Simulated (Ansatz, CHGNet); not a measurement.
## How well does each level of theory give the equilibrium lattice constant a of Cs₂AgBiBr₆ (Fm-3m, No. 225)?

Reference value: 11.232 Å (measured, 298 K, copied from a table, unchecked, no zero-point or thermal correction; as tabulated in Journal of the American Chemical Society 139, 5015 (2017)).

```csv
level (code),value (Å)
CHGNet 0.3.0,11.479
LDA (Ansatz),10.996
PBE (Ansatz),11.478
PBEsol (Ansatz),[?]
PBE-D3(BJ) (Ansatz),[?]
r²SCAN (Ansatz),11.344
HSE06 (Ansatz),11.417
```

Task: Complete the blanks.

Result: 
- PBEsol (Ansatz, a quantum-chemistry and plane-wave program), value (Å): 11.187
- PBE-D3(BJ) (Ansatz), value (Å): 11.305

Differences against the reference: CHGNet 0.3.0 +2.20 %, LDA -2.10 %, PBE +2.19 %, PBEsol -0.40 %, PBE-D3(BJ) +0.65 %, r²SCAN +1.00 %, HSE06 +1.65 %.

The reference is not for a static lattice or low temperature, so close values are not ranked against it.

The measured value isn't corrected to a static lattice, so vibrations enter the comparison. A static lattice is as a rule a little smaller than the measured one.  Density-functional levels without +SOC have no spin–orbit coupling. Cutoffs and k meshes differ between the levels. Ansatz's density-functional and Hartree–Fock values are scalar-relativistic unless marked +SOC, with PAW data made under PBE.

Machine-learned potentials (CHGNet 0.3.0) are trained on DFT data: a solid inside that data is no test of them.

Differences are worked out from the printed values.
